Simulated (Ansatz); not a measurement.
# How far each method lies from full CI for AlBe, doublet

Geometry: a point of a stretch scan, not a stationary point.

```yaml
atoms:
  - { symbol: Al, position_ang: [0.0000, 0.0000, 0.0000] }
  - { symbol: Be, position_ang: [0.0000, 0.0000, 3.4050] }
```

Basis aug-cc-pVDZ; Ansatz 0.2.0. Only valence electrons are correlated (noble-gas cores frozen), which leaves 5 electrons in 44 orbitals. R marks a restricted (for open shells ROHF) determinant, U an unrestricted one. Active spaces: pair = (3e, 3o) about the gap; valence = (5e, 8o) chosen from the atoms' valence shells.

Full CI is exact within this basis and frozen core; it isn't the basis-set limit. The frozen core follows each run's orbitals, which can shift R against U totals by a few meV.

HF rows: RHF is the determinant under the cluster runs, UHF is the lowest solution found. Coupled cluster chose its determinant by a search with trial CCSD, here up to 0.08 eV above the lowest Hartree–Fock solution of its kind, and MP2 stands on that determinant too. For open shells CISD is restricted-active-space CI with the open shells as a complete middle space.

```
UHF ⟨S²⟩                            : 0.922
⟨S²⟩ of the determinant under UCCSD : 0.780
T1 diagnostic (RCCSD)               : 0.0264
largest doubles amplitude (RCCSD)   : 0.083
T1 diagnostic (UCCSD)               : 0.0320
```

```
                            level  E − E(full CI) (kJ/mol)  share of correlation (%)  wall time
                              RHF                    267.4                      0.00          –
                             UHF†                    251.0                         –      1.8 s
                             RMP2                     96.7                     63.86          –
                             UMP2                     98.4                     63.21          –
                             CISD                     25.1                     90.61      1.7 s
                            RCCSD                      8.5                     96.81          –
                            UCCSD                      8.1                     96.96          –
                         RCCSD(T)                      2.7                     98.97        7 s
                         UCCSD(T)                      2.7                     98.98      9.5 s
                          BCCD(T)                      2.8                     98.97      5.5 s
                           RCCSDT                      0.3                     99.89          –
                           UCCSDT                      0.3                     99.88          –
                        RCCSDT(Q)                      0.1                     99.97       19 s
                        UCCSDT(Q)                      0.1                     99.97       26 s
              CASSCF (pair space)                    219.5                     17.92          –
              NEVPT2 (pair space)                     90.8                     66.03      3.5 s
           CASSCF (valence space)                     89.3                     66.62          –
           NEVPT2 (valence space)                     30.5                     88.59      3.1 s
           MRCISD (valence space)                      4.6                     98.28          –
         MRCISD+Q (valence space)                      0.7                     99.72      4.3 s
MRCISD+Q(relaxed) (valence space)                     -2.7                    101.02      5.5 s
```

A dagger marks rows that describe another state than the reference (another or a broken symmetry, a higher spin or other natural occupations), so the difference holds a gap between states beside the method's error.

The correlation energy at full CI, counted from RHF, is -2.772 eV. That run took 63 s on 1 thread of AMD EPYC 7B13, shared host over 3,131,940 determinants.

Times hold each run's SCF and search for its determinant on a shared host, so for small cases they say little of a method's own cost; they ran on 1 thread of AMD EPYC 7B13. Some runs computed forces too.

Not variational, and here over 5 meV under the exact energy: MRCISD+Q(relaxed) (valence space).

The full-CI state has the irrep B1 of C2v, in the program's axes (one component, if the state is degenerate).

Natural occupations of full CI about the gap: 1.883 1.806 0.970 0.083 0.059 0.058 0.045 0.037 0.013 0.011; effectively unpaired electrons, Σ n²(2−n)², 1.24.
